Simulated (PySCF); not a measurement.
A calculation on rock-salt LiCl returned lattice constant a 5.110 Å, bulk modulus 34.0 GPa.

For reference: lattice constant a 5.07 Å (measured, static lattice: zero-point anharmonic expansion removed, our sources range from 5.056 to 5.072; as tabulated in Mejia-Rodriguez and Trickey (2018), arXiv:1807.09216); bulk modulus 38.7 GPa (measured, 0 K value with the zero-point phonon effect removed, our sources range from 37.3 to 38.7; as tabulated in Mejia-Rodriguez and Trickey (2018), arXiv:1807.09216).

Problem. Which level of theory produced these numbers?
A) PBE (PySCF)
B) MP2 (PySCF)
C) PBE0 (PySCF)
D) Hartree–Fock (PySCF)

Solution. C, PBE0 (PySCF)

The others give: PBE 5.157 Å, 31.7 GPa; Hartree–Fock 5.244 Å, 30.3 GPa; MP2 5.014 Å, 40.0 GPa.

Unless a cell is named, each level is at its own relaxed cell (Hartree–Fock 18.03, MP2 15.75, PBE 17.14, PBE0 16.68 Å³/atom).
